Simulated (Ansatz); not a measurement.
**Step by step: Ge, relaxation of cell and atoms**

Computed with DFT, PBE, PAW with Ansatz's default frozen-core files, scalar-relativistic in Ansatz 0.2.0.

Command: `ansatz run input.yaml --threads 1 --pin off --max-ram 2048MiB --backend cpu --events-out ev --progress --plain --runs-dir out` The run took 7.8 s on 1 thread of AMD EPYC 7R13 Processor (Zen 3) (shared host).

```yaml
crystal:
  lattice:
    - [0.0, 2.8946609846, 2.8946609846]
    - [2.8946609846, 0.0, 2.8946609846]
    - [2.8946609846, 2.8946609846, 0.0]
  atoms:
    - { symbol: Ge, position: [0.0, 0.0, 0.0] }
    - { symbol: Ge, position: [0.25, 0.25, 0.25] }
kpoints:
  mp_grid: { grid: [11, 11, 11] }
scf:
  occupations: { method: fermi_dirac, width: 0.05 }
hamiltonian:
  xc: pbe
  pseudopotentials: { kind: paw }
output:
  forces: true
  stress: true
  write_density: true
  write_potential: true
  elf: true
  volumetric_format: npy
relax:
  f_tol: 0.005
  max_steps: 80
  cell: {}
```

The cell is built from the diamond type as a first guess.

The cutoff is 420 eV; energies and pressures of the walk include the program's estimate of the Pulay term.

Each frame lists the cell vectors (Å), then Cartesian positions (Å); symmetry keeps all forces zero. Free energies count from the first step, -8589.9648 eV.

The walk took 4 evaluations in all; steps that aren't listed are left out.

Step 1: E = 0.0 meV, P = -0.82 GPa

```
cell 0.0000 2.8947 2.8947 2.8947 0.0000 2.8947 2.8947 2.8947 0.0000
Ge    0.0000    0.0000    0.0000
Ge    1.4473    1.4473    1.4473
```

Q: How does the relaxation end?

A: It converges, with a = 5.761 Å, b = 5.761 Å, c = 5.761 Å, α = 90.00°, β = 90.00°, γ = 90.00° (conventional cell, space group Fd-3m). The last solve (on a basis chosen afresh for the final cell, so its energy is not quite comparable) gives E = -1.8 meV, P = 0.00 GPa:
```
cell 0.0000 2.8807 2.8807 2.8807 0.0000 2.8807 2.8807 2.8807 0.0000
Ge    0.0000    0.0000    0.0000
Ge    1.4404    1.4404    1.4404
```
